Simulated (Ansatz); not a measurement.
The input, for Ansatz 0.2.0:

```yaml
crystal:
  periodic: [false, false, false]
  atoms:
    - {symbol: Fe, position_ang: [0.000000, 0.000000, 0.000000]}
    - {symbol: O, position_ang: [0.000000, 0.000000, 1.546800]}
basis:
  gaussian: {orbitals: def2-SVP}
correlation: {method: fic_mrcisd_q, electrons: outside_noble_gas, active_space: {window: {electrons: 14, orbitals: 10}, shells: [{species: Fe, l: s, shell: 4}, {species: Fe, l: d, shell: 3}, {species: O, l: s, shell: 2}, {species: O, l: p, shell: 2}]}}
```

```sh
$ ansatz run in.yaml --threads 2 --pin off --events-out ev --progress --plain --max-ram 16896MiB --backend cuda --devices 0, --max-vram 18GiB
```

Output:

```
788 factors; integrals over basis functions are off by at most 2.4e-7 eV
mean field evaluation 1: about -36371.9421 eV, gradient 2.6e1 eV
mean field evaluation 2: about -36372.1386 eV, gradient 2.6e1 eV
mean field evaluation 4: about -36373.8312 eV, gradient 1.4e1 eV
mean field evaluation 8: about -36374.4771 eV, gradient 7.5e-1 eV
mean field evaluation 16: about -36374.4937 eV, gradient 1.6e-4 eV
mean field evaluation 32: about -36371.9421 eV, gradient 2.6e1 eV
mean field evaluation 64: about -36373.9700 eV, gradient 5.0e0 eV
mean field evaluation 96: about -36374.2238 eV, gradient 2.7e-6 eV
mean field evaluation 128: about -36374.9171 eV, gradient 2.9e0 eV
mean field evaluation 160: about -36374.8261 eV, gradient 5.4e-1 eV
mean field evaluation 192: about -36374.9428 eV, gradient 1.2e-1 eV
mean field evaluation 224: about -36374.1890 eV, gradient 2.7e0 eV
mean field evaluation 256: about -36374.7462 eV, gradient 8.3e-7 eV
mean field -36374.94781441 eV, -1336.7546763545 hartree, gradient 9.3e-6 eV, S^2 0.000000; 15 other end points of the search recorded, 0 dependent functions left out; unrestricted orbitals would lower it
reference -36374.94781441 eV, -1336.7546763545 hartree; 17, 17 occupied and 28, 28 virtual orbitals, 788 factors
state -36379.88083042 eV, -1336.9359613491 hartree
contracted CI cycle   1: correlation 0.00000000 eV, 0.0000000000 hartree, residual 3.18e1 eV
contracted CI cycle   2: correlation -7.23200584 eV, -0.2657713126 hartree, residual 5.29e0 eV
contracted CI cycle   3: correlation -7.53455777 eV, -0.2768898909 hartree, residual 1.22e0 eV
contracted CI cycle   4: correlation -7.55482982 eV, -0.2776348750 hartree, residual 4.05e-1 eV
contracted CI cycle   5: correlation -7.55701241 eV, -0.2777150836 hartree, residual 1.28e-1 eV
contracted CI cycle   6: correlation -7.55723053 eV, -0.2777230995 hartree, residual 4.05e-2 eV
contracted CI cycle   7: correlation -7.55725035 eV, -0.2777238279 hartree, residual 1.22e-2 eV
contracted CI cycle   8: correlation -7.55725210 eV, -0.2777238920 hartree, residual 3.52e-3 eV
contracted CI cycle   9: correlation -7.55725224 eV, -0.2777238973 hartree, residual 1.02e-3 eV
state -36379.88083042 eV, -1336.9359613491 hartree; corrected -36388.05627981 eV, -1337.2364035724 hartree
Total energy: -36388.05627981 eV, -1337.2364035724 hartree
Checks for a lower state left out: starts, orbital_swaps
```

Natural occupations: 1.9988 1.9462 1.9460 1.9460 1.8867 1.8558 1.8558 0.1969 0.1969 0.1709.

Ran on 2 threads of AMD EPYC 7R13 with a shared H100 80 GB, shared host: 15 s wall, 0.89 GiB peak host memory.
